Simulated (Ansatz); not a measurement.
Coupled-cluster run, C₂H₃F₃S, SMILES `FC(F)(F)CS`.

```yaml
crystal:
  periodic: [false, false, false]
  atoms:
    - {symbol: F, position_ang: [0.194558, -1.832421, 0.561913]}
    - {symbol: C, position_ang: [0.579359, -0.853535, -0.261705]}
    - {symbol: F, position_ang: [1.848112, -0.556479, 0.031658]}
    - {symbol: F, position_ang: [0.560562, -1.346913, -1.507889]}
    - {symbol: C, position_ang: [-0.324500, 0.351403, -0.178062]}
    - {symbol: S, position_ang: [-0.326901, 1.039072, 1.498976]}
    - {symbol: H, position_ang: [-1.323903, 0.026084, -0.467034]}
    - {symbol: H, position_ang: [0.044720, 1.082478, -0.897219]}
    - {symbol: H, position_ang: [-1.163506, 2.044112, 1.202260]}
basis:
  gaussian: {orbitals: def2-TZVPP}
correlation: {method: ccsd_t}
output: {orbitals: {seedname: orbitals}}
```

```sh
$ ansatz run in.yaml --threads 4 --pin off --events-out ev --progress --plain
```

Log, shortened:

```
Functional definition: HF
1494 factors; integrals over basis functions are off by at most 9.5e-4 eV
mean field evaluation 1: about -21044.5397 eV, gradient 4.3e1 eV
mean field evaluation 2: about -21044.7959 eV, gradient 4.3e1 eV
mean field evaluation 4: about -21048.4124 eV, gradient 4.0e0 eV
mean field evaluation 8: about -21048.4747 eV, gradient 2.8e-1 eV
mean field -21048.47507841 eV, -773.5171919626 hartree, gradient 4.9e-6 eV, S^2 0.000000; 0 other end points of the search recorded, 0 dependent functions left out
10 core orbitals not correlated: weight in the atoms' cores, before any rotation towards them, 1.000 or more for the frozen orbitals, at most 0.000 for the correlated occupied ones
reference -21048.47507841 eV, -773.5171919626 hartree; 19, 19 occupied and 210, 210 virtual orbitals, 1494 factors
second order -33.94949265 eV of doubles, -0.00000000 eV of singles
cycle   1  -33.93158252 eV  change    1.8e-2 eV  update   1.1e-1
cycle   2  -34.64516036 eV  change   -7.1e-1 eV  update   3.3e-2
cycle   3  -34.79841838 eV  change   -1.5e-1 eV  update   1.6e-2
cycle   4  -34.78065903 eV  change    1.8e-2 eV  update   3.1e-3
cycle   5  -34.77915563 eV  change    1.5e-3 eV  update   1.3e-3
cycle   6  -34.78006589 eV  change   -9.1e-4 eV  update   3.7e-4
cycle   7  -34.77990283 eV  change    1.6e-4 eV  update   1.5e-4
cycle   8  -34.77978892 eV  change    1.1e-4 eV  update   4.4e-5
cycle   9  -34.77980020 eV  change   -1.1e-5 eV  update   1.4e-5
perturbative correction -1.22638765 eV, -0.0450689147 hartree
Total energy: -21084.48126626 eV, -774.8403949602 hartree
```

It took 3.5 min on 4 threads of a server CPU on a shared host, with 5 GiB of host memory at the peak.

MP2 recovers 94.3 % of the CCSD(T) correlation energy and the triples give 3.4 %; T1 = 0.0114.
